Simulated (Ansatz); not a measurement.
**AlB (triplet): from Hartree-Fock to the top rungs at distance B1–Al2 = 6.908 Å, cc-pVDZ**

An exercise on one series of results from a longer session: the logs are not shown, and one member is left open.

Program: Ansatz 0.2.0, Gaussian basis. Level of theory: cc-pVDZ, core rule «outside noble gas», up to 6 orbitals frozen. These are calculated values, not measurements.

To be run: UHF; CCSD(T) on ROHF; CCSD(T) on UHF; BCCD(T) on ROHF; CISD; CCSDT(Q) on ROHF; CCSDT(Q) on UHF; CASSCF and MRCISD+Q, 4 electrons in 4 orbitals; CASSCF and NEVPT2, 4 electrons in 4 orbitals; CASSCF and MRCISD+Q, 6 electrons in 8 orbitals; CASSCF and NEVPT2, 6 electrons in 8 orbitals; Full CI.

13 further runs of the same task are left out: 1 for a known fault of the program, 1 for a mislabelled method, 9 that didn't finish, 2 set aside as unsound or not needed.

### The geometry

The geometry derives from a PBE0/def2-TZVP stationary point (not a proven minimum). One bond is set to the value named and the two fragments are kept rigid.

2 atoms, charge 0, spin multiplicity 3.

Atoms are counted from 1 here; the program's logs count them from 0.

No contacts short enough for the rule that draws bonds.

As a file:

```
B     0.00000    0.00000    0.00000
Al    0.00000    0.00000    6.90800
```

The first run:

The input, in.yaml:

```yaml
crystal:
  periodic: [false, false, false]
  atoms:
    - {symbol: B, position_ang: [0.000000, 0.000000, 0.000000]}
    - {symbol: Al, position_ang: [0.000000, 0.000000, 6.908000]}
basis:
  gaussian: {orbitals: cc-pVDZ}
magnetization: {spin_polarized: true, initial_magnetization: 2}
hamiltonian: {xc: hf}
output: {orbitals: {seedname: orbitals}}
```

Command:

```bash
ansatz run in.yaml --threads 1 --pin off --events-out ev --progress --plain --max-ram 2393MiB
```

Steps of the session up to this table: UHF; CCSD(T) on ROHF; CCSD(T) on UHF; BCCD(T) on ROHF; CISD; CCSDT(Q) on ROHF; CCSDT(Q) on UHF; CASSCF and MRCISD+Q, 4 electrons in 4 orbitals; CASSCF and NEVPT2, 4 electrons in 4 orbitals; CASSCF and MRCISD+Q, 6 electrons in 8 orbitals; CASSCF and NEVPT2, 6 electrons in 8 orbitals; Full CI.

One table of the session follows, with a row left open; its other results are not shown here.

| method | from FCI (kJ/mol) |
| --- | --- |
| ROHF | +301.3 |
| UHF | +283.6 |
| RMP2 | ? |
| UMP2 | +107.4 |
| CISD | +24.3 |
| RCCSD | +6.6 |
| UCCSD | +6.0 |
| RCCSD(T) | +2.2 |
| UCCSD(T) | +2.0 |
| BCCD(T) | +2.2 |
| RCCSDT | +0.2 |
| UCCSDT | +0.1 |
| RCCSDT(Q) | +0.2 |
| UCCSDT(Q) | +0.1 |
| CASSCF pair | +253.2 |
| NEVPT2 pair | +94.7 |
| FCI | 0 |

Estimate the missing values for RMP2.

The run gave: from FCI (kJ/mol): +108.2. In the column «from FCI (kJ/mol)» it lies between UMP2 (+107.4) and CASSCF pair (+253.2).

Among the levels timed on like hardware and quicker than the yardstick, those that no quicker one beats, quickest first: CISD (2.4 s, +24.3 kJ/mol); RCCSD(T) (4.9 s, +2.2 kJ/mol); BCCD(T) (4.9 s, +2.2 kJ/mol); UCCSD(T) (8 s, +2.0 kJ/mol); RCCSDT(Q) (11 s, +0.2 kJ/mol); UCCSDT(Q) (15 s, +0.1 kJ/mol).

Not comparable, so not listed: CASSCF and MRCISD+Q, 4 electrons in 4 orbitals (they don't share determinant, frozen orbitals or solution with the rows shown, or repeat one).

Limits of these values: The yardstick is full CI for this spin, exact in this basis with these frozen cores. Left out of the table: CASSCF valence, NEVPT2 valence, MRCISD valence, MRCISD+Q valence (the active space lost an orbital or holds another state than full CI finds). Levels on UHF freeze UHF's core orbitals, full CI those of ROHF, so the U rows can settle a little off it for that reason alone. Restricted and unrestricted rows rest on different reference determinants; where their highest levels disagree by more than a few hundredths of an eV, they describe different states and don't form one ladder. Warnings in the runs' records: passed over end.
